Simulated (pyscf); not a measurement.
One four-centre exchange on the singlet surface with elements of a group swapped. ωB97M-D3(BJ)/def2-TZVP, kcal/mol, from the separated reactants. Single points on ωB97X-D3(BJ)/def2-SVP structures (PySCF, gas phase).

```
step                                                        barrier  reaction energy  imaginary mode (i cm⁻¹)
----------------------------------------------------------  -------  ---------------  -----------------------
`[F][Bi]([F])[F]` + `[SiH4]` → `[F][BiH][F]` + `[F][SiH3]`        …                …                      191
`[F][Sb]([F])[F]` + `[SiH4]` → `[F][SbH][F]` + `[F][SiH3]`     23.6             -7.0                      211
```

**Question.** Fill in the missing entries.

**Answer.** 
- `[F][Bi]([F])[F]` + `[SiH4]` → `[F][BiH][F]` + `[F][SiH3]`, barrier: 17.3
- `[F][Bi]([F])[F]` + `[SiH4]` → `[F][BiH][F]` + `[F][SiH3]`, reaction energy: -9.6

Row 1: On the product side the descent ends in a bound adduct, 8.6 kcal/mol under the separated species and 31.0 kcal/mol under the saddle at ωB97X-D3(BJ)/def2-TZVP. Row 2: On the product side the descent ends in a complex, 6.8 kcal/mol under the separated species and 33.8 kcal/mol under the saddle at ωB97X-D3(BJ)/def2-TZVP. Each row is the saddle that its search found. Elements past Kr carry the def2 core potentials, without spin-orbit coupling.
